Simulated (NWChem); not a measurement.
All runs are NWChem calculations. System: NO (+1), charge 1, spin multiplicity 1, at a geometry optimised with PBE0/def2-SVP. The structure started from a generated list of species. Level: evGW0@PBE0/def2-TZVP, RI basis def2-tzvp-rifit, 6 cycles.

Input file:

```
start mol
memory heap 200 mb stack 700 mb global 1700 mb
charge 1
geometry units angstroms nocenter noautoz
  N      0.000000     0.000000     0.565282
  O      0.000000     0.000000    -0.494622
  symmetry group C2v
end
basis spherical
  * library def2-tzvp
end
basis "ri basis" bse spherical
  * library def2-tzvp-rifit
end
dft
  xc pbe0
  iterations 100
  direct
  tolerances tight
end
task dft energy
gw
  evgw0 6
  states alpha occ -1 vir -1
end
task dft gw
```

Output (cleaned and shortened):

```
             Northwest Computational Chemistry Package (NWChem) 7.3.0
             --------------------------------------------------------

                                NWChem Input Module
                                -------------------

 Scaling coordinates for geometry "geometry" by  1.889725989
 (inverse scale =  0.529177249)

 Turning off AUTOSYM since
 SYMMETRY directive was detected!

                             Geometry "geometry" -> ""
                             -------------------------

 Output coordinates in angstroms (scale by  1.889725989 to convert to a.u.)

  No.       Tag          Charge          X              Y              Z
 ---- ---------------- ---------- -------------- -------------- --------------
    1 N                    7.0000     0.00000000     0.00000000     0.56528200
    2 O                    8.0000     0.00000000     0.00000000    -0.49462200

 Effective nuclear repulsion energy (a.u.)      27.9590660512

            Nuclear Dipole moment (a.u.)
            ----------------------------
        X                 Y               Z
 ---------------- ---------------- ----------------
     0.0000000000     0.0000000000    -0.0000037795

      Symmetry information
      --------------------

 Group name             C2v
 Group number             16
 Group order               4
 No. of unique centers     2

      Symmetry unique atoms

     1    2


 Summary of "ao basis" -> "" (spherical)
 ------------------------------------------------------------------------------
       Tag                 Description            Shells   Functions and Types
 ---------------- ------------------------------  ------  ---------------------
 *                         def2-tzvp                  on all atoms

 new library libraries.bse/

 Summary of "ri basis" -> "" (spherical)
 ------------------------------------------------------------------------------
       Tag                 Description            Shells   Functions and Types
 ---------------- ------------------------------  ------  ---------------------
 *                      def2-tzvp-rifit               on all atoms

                                 NWChem DFT Module
                                 -----------------

 Summary of "ao basis" -> "ao basis" (spherical)
 ------------------------------------------------------------------------------
       Tag                 Description            Shells   Functions and Types
 ---------------- ------------------------------  ------  ---------------------
 N                         def2-tzvp                11       31   5s3p2d1f
 O                         def2-tzvp                11       31   5s3p2d1f

 Summary of "ao basis" -> "ao basis" (spherical)
 ------------------------------------------------------------------------------
       Tag                 Description            Shells   Functions and Types
 ---------------- ------------------------------  ------  ---------------------
 N                         def2-tzvp                11       31   5s3p2d1f
 O                         def2-tzvp                11       31   5s3p2d1f

      Symmetry analysis of basis
      --------------------------

        a1         28
        a2          6
        b1         14
        b2         14

            General Information
            -------------------
          SCF calculation type: DFT
          Wavefunction type:  closed shell.
          No. of atoms     :     2
          No. of electrons :    14
           Alpha electrons :     7
[...]
@GW        59        196.440           0.000
@GW        60        200.317           0.000
@GW        61        874.798           0.000
@GW        62       1202.152           0.000

  *** G4W0

          Solving quasiparticle equations

                  Alpha Orbitals
          State     Energy (eV)     Error (eV)
          -----------------------------------
@GW         1       -557.791           0.000
@GW         2       -426.086           0.000
@GW         3        -50.021           0.000
@GW         4        -34.089           0.000
@GW         5        -31.319           0.000
@GW         6        -31.326           0.000
@GW         7        -29.225           0.000
@GW         8         -8.636           0.000
@GW         9         -8.637           0.000
@GW        10         -0.213           0.000
@GW        11          2.308           0.000
@GW        12          2.961           0.000
@GW        13          2.961           0.000
@GW        14          5.429           0.000
@GW        15          8.011           0.000
@GW        16          8.012           0.000
@GW        17         12.344           0.000
@GW        18         15.415           0.000
@GW        19         19.188           0.000
@GW        20         19.187           0.000
@GW        21         25.319           0.000
@GW        22         25.321           0.000
@GW        23         35.309           0.000
@GW        24         34.884           0.000
@GW        25         34.884           0.000
@GW        26         44.186           0.000
@GW        27         46.873           0.000
@GW        28         47.909           0.000
@GW        29         47.907           0.000
@GW        30         51.412           0.000
@GW        31         51.411           0.000
@GW        32         58.186           0.000
@GW        33         67.133           0.000
@GW        34         67.133           0.000
@GW        35         72.658           0.000
@GW        36         99.475           0.000
@GW        37         99.478           0.000
@GW        38        100.503           0.000
@GW        39        100.502           0.000
@GW        40        103.632           0.000
@GW        41        109.918           0.000
@GW        42        109.915           0.000
@GW        43        112.912           0.000
@GW        44        112.911           0.000
@GW        45        122.641           0.000
@GW        46        124.771           0.000
@GW        47        124.770           0.000
@GW        48        135.388           0.000
@GW        49        135.384           0.000
@GW        50        141.727           0.000
@GW        51        154.179           0.000
@GW        52        154.178           0.000
@GW        53        164.355           0.000
@GW        54        164.355           0.000
@GW        55        175.731           0.000
@GW        56        175.707           0.000
@GW        57        192.450           0.000
@GW        58        196.532           0.000
@GW        59        196.482           0.000
@GW        60        200.410           0.000
@GW        61        874.826           0.000
@GW        62       1202.216           0.000

  *** G5W0

          Solving quasiparticle equations

                  Alpha Orbitals
          State     Energy (eV)     Error (eV)
          -----------------------------------
@GW         1       -557.794           0.000
@GW         2       -426.090           0.000
@GW         3        -50.021           0.000
@GW         4        -34.089           0.000
@GW         5        -31.319           0.000
@GW         6        -31.326           0.000
@GW         7        -29.225           0.000
@GW         8         -8.636           0.000
@GW         9         -8.637           0.000
@GW        10         -0.213           0.000
@GW        11          2.308           0.000
@GW        12          2.961           0.000
@GW        13          2.961           0.000
@GW        14          5.429           0.000
@GW        15          8.011           0.000
@GW        16          8.012           0.000
@GW        17         12.344           0.000
@GW        18         15.415           0.000
@GW        19         19.188           0.000
@GW        20         19.187           0.000
@GW        21         25.319           0.000
@GW        22         25.321           0.000
@GW        23         35.309           0.000
@GW        24         34.883           0.000
@GW        25         34.884           0.000
@GW        26         44.186           0.000
@GW        27         46.873           0.000
@GW        28         47.909           0.000
@GW        29         47.908           0.000
@GW        30         51.412           0.000
@GW        31         51.411           0.000
@GW        32         58.188           0.000
@GW        33         67.142           0.000
@GW        34         67.141           0.000
@GW        35         72.658           0.000
@GW        36         99.476           0.000
@GW        37         99.478           0.000
@GW        38        100.504           0.000
@GW        39        100.504           0.000
@GW        40        103.646           0.000
@GW        41        109.919           0.000
@GW        42        109.917           0.000
@GW        43        112.913           0.000
@GW        44        112.912           0.000
@GW        45        122.643           0.000
@GW        46        124.771           0.000
@GW        47        124.769           0.000
@GW        48        135.390           0.000
@GW        49        135.386           0.000
@GW        50        141.725           0.000
@GW        51        154.183           0.000
@GW        52        154.182           0.000
@GW        53        164.361           0.000
@GW        54        164.361           0.000
@GW        55        175.713           0.000
@GW        56        175.708           0.000
@GW        57        192.466           0.000
@GW        58        196.488           0.000
@GW        59        196.485           0.000
@GW        60        200.427           0.000
@GW        61        874.830           0.000
@GW        62       1202.228           0.000

     GW Timing Statistics
   ------------------------
   Init.   :          0.1s
     ERIs  :          0.2s
     Distr.:          0.0s
     Vxc   :          0.2s
   Sigma_x :          0.0s
   RPA     :          0.0s
   Wmn     :          0.3s
   Sigma_c :          0.3s
   GW total:          1.1s

 Task  times  cpu:        1.1s     wall:        1.1s

 Total times  cpu:        2.9s     wall:        2.9s
```
